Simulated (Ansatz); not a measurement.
## Molecular dynamics, step by step

CH3BN (SMILES BC=[N-]) (charge -1), closed shell, PBE0-D4/def2-SVPD (Ansatz 0.2.0). Settings (timestep in fs, temperature in K; T counts 12 degrees of freedom):

```yaml
hamiltonian: {xc: pbe0, dispersion: d4}
md: {n_steps: 60, timestep: 0.75, temperature: 300, ensemble: nvt_nose_hoover, seed: 842, initial_velocities: maxwell_boltzmann}
```

Start (the SMILES describes the start alone):

B1  (-0.615, 0.209, -0.417)
C2  (0.590, -0.246, 0.426)
N3  (0.735, -1.284, 1.121)
H4  (-1.611, -0.437, -0.502)
H5  (-0.588, 1.243, -1.022)
H6  (1.490, 0.515, 0.393)
(Å)

```
step  time (fs)  potential energy less the start (meV)  kinetic energy (meV)  T (K)
   0       0.00                                    0.0                 155.1    300
   4       3.00                                   -6.0                 160.5    310
   8       6.00                                   14.7                 140.2    271
  12       9.00                                    4.1                 150.6    291
  16      12.00                                   -8.1                 162.9    315
  20      15.00                                  -28.9                 183.8    355
  24      18.00                                  -59.8                 214.4    415
  28      21.00                                  -76.6                 231.5    448
  32      24.00                                 -147.3                 301.1    582
  36      27.00                                 -208.9                 362.2    700
  40      30.00                                 -336.0                 486.3    940
  44      33.00                                 -483.3                 628.1   1215
  48      36.00                                 -681.8                 815.1   1577
  52      39.00                                 -909.2                1020.5   1974
  56      42.00                                -1126.3                1199.8   2321
  60      45.00                                -1331.6                1345.0   2601
```

Step 12, positions (Å) and forces (eV/Å):

```
atom       x       y       z      Fx      Fy      Fz
  B1  -0.611   0.194  -0.426  -0.610   0.449   0.233
  C2   0.578  -0.191   0.488   0.608  -0.952  -0.230
  N3   0.743  -1.315   1.097  -0.530   0.998  -0.552
  H4  -1.711  -0.375  -0.455   0.442  -0.062   0.067
  H5  -0.519   1.168  -1.214   0.169  -0.538   0.185
  H6   1.506   0.468   0.233  -0.078   0.104   0.297
```

Step 36, positions (Å) and forces (eV/Å):

| atom | x | y | z | Fx | Fy | Fz |
| --- | --- | --- | --- | --- | --- | --- |
| B1 | -0.610 | 0.157 | -0.371 | 0.834 | -0.805 | -0.156 |
| C2 | 0.619 | -0.127 | 0.536 | 0.840 | 0.311 | 1.001 |
| N3 | 0.686 | -1.300 | 0.995 | -0.689 | 0.042 | -0.646 |
| H4 | -1.665 | -0.373 | -0.237 | -0.692 | -0.034 | 0.383 |
| H5 | -0.330 | 0.524 | -1.494 | -0.071 | 0.267 | -0.463 |
| H6 | 1.563 | 0.532 | 0.561 | -0.221 | 0.220 | -0.119 |

Step 56, positions (Å) and forces (eV/Å):

```json
{"atom": "B1", "x": "-0.534", "y": "-0.049", "z": "-0.336", "Fx": "0.997", "Fy": "-0.672", "Fz": "2.374"}
{"atom": "C2", "x": "0.722", "y": "-0.013", "z": "0.641", "Fx": "-0.452", "Fy": "0.840", "Fz": "-0.970"}
{"atom": "N3", "x": "0.551", "y": "-1.243", "z": "0.810", "Fx": "-0.698", "Fy": "0.535", "Fz": "-0.917"}
{"atom": "H4", "x": "-1.597", "y": "0.139", "z": "0.252", "Fx": "-0.126", "Fy": "-0.030", "Fz": "-0.313"}
{"atom": "H5", "x": "-0.506", "y": "-0.101", "z": "-1.538", "Fx": "0.207", "Fy": "-0.269", "Fz": "-0.384"}
{"atom": "H6", "x": "1.499", "y": "0.705", "z": "1.046", "Fx": "0.072", "Fy": "-0.405", "Fz": "0.210"}
```

Last step (60):

```xyz
6
angstrom
B -0.5079 -0.1084 -0.3036
C 0.7380 0.0174 0.6582
N 0.5147 -1.2178 0.7557
H -1.5465 0.2799 0.3113
H -0.5123 -0.2867 -1.5191
H 1.4943 0.6699 1.1767
```

The run took about 2.1 min on 2 CPU threads of an Intel Xeon (shared host).
